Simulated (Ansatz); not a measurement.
Ansatz (a first-principles code) input (MP2/cc-pVTZ):

Ansatz 0.2 input:
```yaml
crystal:
  periodic: [false, false, false]
  atoms:
    - {symbol: F, position_ang: [-0.02225252, 1.11779558, -0.29098290]}
    - {symbol: O, position_ang: [0.18529947, -0.00260891, 0.50398691]}
    - {symbol: F, position_ang: [-0.07464433, -1.11750055, -0.28329124]}
    - {symbol: H, position_ang: [-0.61032413, 0.01821598, 1.13657204]}
basis:
  gaussian:
    orbitals: cc-pVTZ
total_charge: 1
magnetization: {spin_polarized: false}
correlation: {method: mp2, electrons: outside_noble_gas}
accuracy: high
```

Output:

```
Functional definition: HF
integrals: 0.15 GiB planned
1799 factors; integrals over basis functions are off by at most 3.6e-9 eV
mean field: 0.41 GiB planned
mean field evaluation 1: about -7444.3297 eV, gradient 5.1e1 eV
mean field evaluation 2: about -7444.3439 eV, gradient 5.1e1 eV
mean field evaluation 4: about -7448.7255 eV, gradient 4.7e0 eV
mean field evaluation 8: about -7448.8635 eV, gradient 2.5e-1 eV
mean field -7448.86393163 eV, -273.7407004660 hartree, gradient 2.7e-8 eV, S^2 0.000000; 0 other end points of the search recorded, 0 dependent functions left out
3 core orbitals not correlated
reference -7448.86393163 eV, -273.7407004660 hartree; 10, 10 occupied and 91, 91 virtual orbitals, 1799 factors
second order -20.61921409 eV of doubles, -0.00000000 eV of singles
Total energy: -7469.48314572 eV, -274.4984426077 hartree
```
